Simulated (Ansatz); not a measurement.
We consider 2H MoS₂, described by LDA (PAW; Ansatz, a quantum-chemistry and plane-wave program).

Run with plane-wave cutoff 520 eV, 12×12×4 k mesh (along the axes of the cell as run), Fermi–Dirac smearing 0.01 eV, no spin polarisation, scalar-relativistic PAW data made under PBE.

Properties against volume:

Shape and atoms are relaxed at each volume.

```csv
V (Å³/atom),P (GPa),direct gap at Γ (eV),smallest gap on the k mesh (eV),c (Å)
16.313,2.33,2.038,0.543,11.731
16.653,1.01,2.083,0.636,11.897
16.993,0.00,2.133,0.728,12.077
17.333,-0.75,2.186,0.820,12.268
17.672,-1.22,2.248,0.914,12.477
```

The fundamental gap (0.71 eV at the equilibrium volume, with added k points) lies elsewhere than Γ–Γ.

Note: the bulk modulus comes from volumes at which shape and atoms were relaxed.

Spin–orbit coupling is not included.
